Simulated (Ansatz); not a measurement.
# CH3Mg− (SMILES [CH2-][MgH]): single points off equilibrium

The task here is to estimate one member of a computed series from the others.

Computed with Ansatz 0.2.0, Gaussian basis. Level: single points in def2-TZVPPD.

Cores are frozen in the correlated methods. The outer core shell of Li, Na, Mg and K is correlated.

## Where the work starts

5 atoms, charge -1, spin multiplicity 1.

Atoms are counted from 1 here; the program's logs count them from 0.

Bond lengths: C1–Mg2 1.988 Å, C1–H3 1.035 Å, C1–H4 1.099 Å. Angles: Mg2–C1–H3 104.1°, Mg2–C1–H4 100.6°, H3–C1–H4 102.0°.

As a file:

```
C    -0.3452   -0.9881   -0.1226
Mg    0.3584    0.8344    0.2482
H    -1.1760   -1.0663    0.4898
H     0.3919   -1.6023    0.4134
H     0.7487    2.6915   -0.9660
```

The first run:

run/in.yaml

```yaml
crystal:
  periodic: [false, false, false]
  atoms:
    - {symbol: C, position_ang: [-0.345200, -0.988100, -0.122600]}
    - {symbol: Mg, position_ang: [0.358400, 0.834400, 0.248200]}
    - {symbol: H, position_ang: [-1.176000, -1.066300, 0.489800]}
    - {symbol: H, position_ang: [0.391900, -1.602300, 0.413400]}
    - {symbol: H, position_ang: [0.748700, 2.691500, -0.966000]}
basis:
  gaussian: {orbitals: "def2-TZVPPD.json"}
total_charge: -1
correlation: {method: ccsd_t}
output: {forces: true}
```

The basis file named in the input lies beside it (Basis Set Exchange, JSON).

No record of the launch command was kept for these runs.

Steps of the session up to this table: CCSD(T)/def2-TZVPPD; PBE0-D4/def2-TZVPPD; wB97M-V/def2-TZVPPD; r2SCAN-D4/def2-TZVPPD; PBE-D4/def2-TZVPPD; r2SCAN0-D4/def2-TZVPPD; LC-wPBE/def2-TZVPPD.

One of the session's tables, all rows but one given; the rest of the session is left out.

```
    method  RMS force component (eV/Å)  angle to CCSD(T) forces (°)
   CCSD(T)                       1.174                    reference
   PBE0-D4                       1.151                          4.7
   wB97M-V                           ?                            ?
 r2SCAN-D4                       1.154                          4.1
    PBE-D4                       1.191                          6.4
r2SCAN0-D4                       1.130                          6.3
   LC-wPBE                       1.175                         11.2
```

Q: Estimate the row for wB97M-V from the others.

**Answer.** RMS force component (eV/Å): 1.130; angle to CCSD(T) forces (°): 6.5.
